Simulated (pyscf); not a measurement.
A first-order saddle from PySCF, ωB97X-D3(BJ)/def2-SVP:

```xyz
6

C     -0.0373    -0.1067    -0.4208
N      0.4796     0.3702     0.8392
H      1.1843    -0.1177    -0.0700
H     -0.4298    -1.1294    -0.4060
H     -0.4449     0.5847    -1.1708
H      0.6521     1.3743     0.7158
```
Charge 0, spin multiplicity 2.

Surface: doublet, charge 0. Lowest wavenumbers (cm⁻¹): 2027i, 759, 894, 1000, 1149.

Problem. What reaction is this the transition state of?

Solution. •H₂C–NH₂ (SMILES [CH2]N) ⇌ H₃C–NH• (SMILES C[NH]), a hydrogen shift read from left to right: H–N broken and C–H formed. At CCSD(T)/def2-TZVPP + ΔMP2(QZVPP) it lies +46.2 kcal/mol from the left side and +38.9 kcal/mol from the right (each side as separated species at their lowest minima found). One saddle was located; it need not be the lowest between these sides. The CCSD(T) − MP2 part came from Ansatz, without density fitting, on the same reference.
